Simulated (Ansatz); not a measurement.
Results of PBEsol (PAW; Ansatz, a program for electronic structure) for bcc Li.

Numerical settings: plane-wave cutoff 500 eV, 30×30×30 k mesh, Fermi–Dirac smearing 0.1 eV, scalar-relativistic PAW data made under PBE.

Computed at the level's own relaxed cell.

### Question
Give the computed equilibrium volume per atom and equilibrium lattice constant a.

### Answer

* **equilibrium volume per atom**: 20.28 Å³/atom
* **equilibrium lattice constant a**: 3.436 Å

Measured, for comparison: equilibrium volume per atom 20.51 Å³/atom (low-temperature or extrapolated to 0 K; zero-point anharmonic expansion removed; as tabulated in Csonka et al. (2009), arXiv:0903.4037); lattice constant a 3.449 Å (low-temperature or extrapolated to 0 K; zero-point anharmonic expansion removed, our sources range from 3.443 to 3.453; as tabulated in Csonka et al. (2009), arXiv:0903.4037). Computed (rounded) less measured: equilibrium volume per atom -1.1 %, lattice constant a -0.4 % (-0.2 % to -0.5 % over the range).
